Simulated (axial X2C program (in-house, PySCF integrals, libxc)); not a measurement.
## Low determinants of PF⁻ at the PBE0 level, 2c

Computed with an axial X2C code built on PySCF integrals. Two-component (2c) means X2C with spin–orbit coupling and atomic mean-field two-electron Coulomb and Gaunt terms. Basis: P dyall-av3z [9s8p3d2f], F dyall-av3z [7s6p3d2f] (cores contracted in-house); Gaussian nuclei, density fitting, unrestricted open shells. Masses: P 30.974 u, F 18.998 u.

Search at 1.700 Å (vertical energies from the lowest determinant):

```tsv
ΔE (eV)	state	electrons beyond evenly filled partner blocks	electrons in ±ω = 1/2, 3/2, 5/2, 7/2
0.00	Ω = 3/2	ω = 3/2	20 5 0 0
0.03	Ω = 1/2	ω = 1/2	19 6 0 0
1.40	Ω = 1/2	2 × ω = -1/2, ω = 3/2	20 5 0 0
2.04	Ω = 5/2	ω = -1/2, 2 × ω = 3/2	19 6 0 0
2.19	Ω = 1/2	ω = 1/2	21 4 0 0
2.22	Ω = 5/2	2 × ω = 1/2, ω = 3/2	20 5 0 0
3.10	Ω = 7/2	ω = 1/2, 2 × ω = 3/2	19 6 0 0
```

Lowest determinant, Ω = 3/2 (⟨Sz⟩ = 0.50, ⟨Lz⟩ = 1.00 at PBE0): Re = 1.697 Å, ωe = 660.1 cm⁻¹.

The determinant in row 2 of the search, Ω = 1/2 (⟨Sz⟩ = -0.50, ⟨Lz⟩ = 1.00 at PBE0), was followed along the bond at PBE0; measured from the minimum of the lowest determinant it gives:

Te = 0.026 eV (209 cm⁻¹), Re = 1.697 Å, ωe = 660.4 cm⁻¹.

Problem. Compare the bond of the determinant in row 2 with that of the lowest one.

Solution. At PBE0 its Re is the same within 0.001 Å and its force constant, which goes as ωe², is 1.00 times that of the lowest determinant. T0 ≈ Te + Δωe/2 = 209 + (0) = 209 cm⁻¹.

The search compares states at one distance, so a state with another bond length can lie lower; it is not exhaustive and yields mostly the lowest determinant of each block pattern, so other components and higher states of one pattern are missing. These are energies of single determinants, not of spin-adapted states; PBE0 term energies can be off by some tenths of an eV, and the functional has no current term. For an anion, determinants above electron detachment are held by the basis set. Row 1 has a positive highest level at its minimum. Row 2 has a positive highest level at its minimum.
